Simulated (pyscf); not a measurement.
A first-order saddle from PySCF, ωB97X-D3(BJ)/def2-SVP:

```xyz
13

Si    -1.9385     0.4585    -0.7159
O     -0.3751     0.1726    -1.1900
Si     1.1420    -0.1757    -0.6060
H     -1.8324     1.5165     0.5569
H     -2.5728    -0.7980    -0.2142
H     -2.7051     0.9859    -1.8800
H      1.0668    -1.2050     0.4689
H      1.9581    -0.6963    -1.7357
H      1.7812     1.0593    -0.0705
F     -2.2027     1.8288     2.7984
C     -1.2503     1.9601     1.8752
F     -0.2971     1.0299     2.0602
H     -0.8239     2.9778     1.8535
```
Charge 0, spin multiplicity 2.

Surface: doublet, charge 0. Lowest wavenumbers (cm⁻¹): 1375i, 13, 37, 57, 89.

Which two sides does it connect, and which bonds change?

disiloxane (H₃Si–O–SiH₃) + F–CH•–F ⇌ •H₂Si–O–SiH₃ + F–CH₂–F, a hydrogen abstraction read from left to right: H–Si broken and C–H formed. At ωB97M-D3(BJ)/def2-TZVP it lies +9.7 kcal/mol from the left side and +19.1 kcal/mol from the right (each side as separated species at their lowest minima found). This is the saddle that the search found; another between the same sides may lie lower. The angle at the transferred H is 152°.
